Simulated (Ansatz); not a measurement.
The inner images of a band of CH$_{4}$NSi (7 atoms, charge 0, multiplicity 2) are given out of order.

Method: UKS PBE/def2-SVP (Ansatz 0.2.0).

Image 0:

```xyz
7
Properties=species:S:1:pos:R:3
N -1.022 0.434 -0.383
C 0.155 0.120 0.194
Si 1.158 -1.396 -0.300
H -1.409 -0.173 -1.114
H -1.565 1.264 -0.136
H 0.457 0.858 0.962
H 2.228 -1.107 0.777
```

Image 6:

```xyz
7
Properties=species:S:1:pos:R:3
N -0.808 0.321 -0.313
C 0.282 0.392 0.472
Si 1.703 -0.839 0.543
H -0.903 -0.476 -0.952
H -1.558 1.020 -0.311
H 0.278 1.293 1.119
H 1.006 -1.710 -0.558
```

Question: Put them in order from the first end to the last, with their energies above the first end.
A.
```xyz
7
Properties=species:S:1:pos:R:3
N -0.870 0.327 -0.317
C 0.279 0.382 0.387
Si 1.830 -0.666 0.303
H -1.030 -0.414 -1.004
H -1.598 1.042 -0.237
H 0.306 1.269 1.051
H 1.083 -1.938 -0.185
```
B.
```xyz
7
Properties=species:S:1:pos:R:3
N -1.025 0.415 -0.362
C 0.194 0.172 0.160
Si 1.362 -1.142 -0.473
H -1.416 -0.237 -1.047
H -1.602 1.218 -0.107
H 0.493 0.929 0.914
H 1.994 -1.356 0.916
```
C.
```xyz
7
Properties=species:S:1:pos:R:3
N -0.980 0.398 -0.349
C 0.243 0.268 0.185
Si 1.538 -0.899 -0.506
H -1.296 -0.304 -1.025
H -1.645 1.130 -0.090
H 0.454 1.045 0.952
H 1.685 -1.638 0.834
```
D.
```xyz
7
Properties=species:S:1:pos:R:3
N -0.944 0.354 -0.321
C 0.271 0.335 0.217
Si 1.742 -0.712 -0.358
H -1.196 -0.356 -1.020
H -1.662 1.048 -0.080
H 0.403 1.173 0.938
H 1.385 -1.843 0.623
```
E.
```xyz
7
Properties=species:S:1:pos:R:3
N -0.928 0.329 -0.315
C 0.282 0.364 0.277
Si 1.854 -0.609 0.000
H -1.138 -0.353 -1.047
H -1.648 1.033 -0.131
H 0.362 1.227 0.969
H 1.217 -1.990 0.247
```

Answer: B (+0.9 kcal/mol), C (+5.8 kcal/mol), D (+12.4 kcal/mol), E (+5.6 kcal/mol), A (+0.7 kcal/mol).

Time of the run: 91 s on 1 thread of Intel(R) Xeon(R) Platinum 8488C (Sapphire Rapids) (shared host), peak memory 0.14 GiB.
